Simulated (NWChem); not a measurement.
System meant: C₂H₃F; SMILES C=CF

NWChem input:

```
start job
memory heap 200 mb stack 900 mb global 1100 mb
geometry units angstroms noautoz
  C     -0.236674     1.168760     0.000000
  C      0.424893     0.019725     0.000000
  F     -0.184020    -1.161365     0.000000
  H     -1.328429     1.191023     0.000000
  H      0.316275     2.108353     0.000000
  H      1.515840    -0.075106     0.000000
end
basis spherical
  * library def2-svp
end
dft
  xc xpbe96 cpbe96
  iterations 4
  mulliken
end
task dft energy
```

End of the output:

```
    Atom       Charge   Shell Charges
 -----------   ------   -------------------------------------------------------
    1 C    6     6.12   1.97  0.60  0.32  1.90  1.26  0.06
    2 C    6     5.93   1.96  0.61  0.31  1.81  1.06  0.17
    3 F    9     9.04   1.98  1.01  0.73  3.20  2.10  0.01
    4 H    1     0.96   0.62  0.27  0.07
    5 H    1     0.96   0.62  0.27  0.07
    6 H    1     0.98   0.64  0.28  0.07

 center of mass
 --------------
 x =  -0.02934895 y =  -0.17910351 z =   0.00000000

 moments of inertia (a.u.)
 ------------------
         169.581951592660           0.000000000000           0.000000000000
           0.000000000000          27.367391901303           0.000000000000
           0.000000000000           0.000000000000         196.949343493963

     Multipole analysis of the density
     ---------------------------------

     L   x y z        total         alpha         beta         nuclear
     -   - - -        -----         -----         ----         -------
     0   0 0 0     -0.000000    -12.000000    -12.000000     24.000000

     1   1 0 0      0.252537      0.126268      0.126268     -0.000000
     1   0 1 0      0.321887      0.160944      0.160944     -0.000000
     1   0 0 1      0.000000      0.000000      0.000000      0.000000

     2   2 0 0    -11.583796    -16.286998    -16.286998     20.990201
     2   1 1 0     -0.308162      0.878769      0.878769     -2.065700
     2   1 0 1     -0.000000     -0.000000     -0.000000      0.000000
     2   0 2 0    -12.944031    -53.279556    -53.279556     93.615082
     2   0 1 1      0.000000      0.000000      0.000000      0.000000
     2   0 0 2    -13.885475     -6.942738     -6.942738      0.000000

 ------------------------------------------------------------------------
 dft energy failed                                                                                  0
 ------------------------------------------------------------------------
 ------------------------------------------------------------------------
  current input line :
    19: task dft energy
 ------------------------------------------------------------------------
 ------------------------------------------------------------------------
 This type of error is most commonly associated with calculations not reaching convergence criteria
 ------------------------------------------------------------------------
 For more information see the NWChem manual at https://nwchemgit.github.io

0:dft energy failed:Received an Error in Communication
```

### Question
Can this run be used? If not, why, and what is the fix?

### Answer
Convergence was not reached. Cause: the SCF was allowed too few iterations. This input runs:
```
start job
memory heap 200 mb stack 900 mb global 1100 mb
geometry units angstroms noautoz
  C     -0.236674     1.168760     0.000000
  C      0.424893     0.019725     0.000000
  F     -0.184020    -1.161365     0.000000
  H     -1.328429     1.191023     0.000000
  H      0.316275     2.108353     0.000000
  H      1.515840    -0.075106     0.000000
end
basis spherical
  C library def2-svp
  F library def2-svp
  H library def2-svp
end
dft
  xc xpbe96 cpbe96
  iterations 150
  mulliken
end
task dft energy
```
It converges to -177.48755 Ha (PBE/def2-SVP).
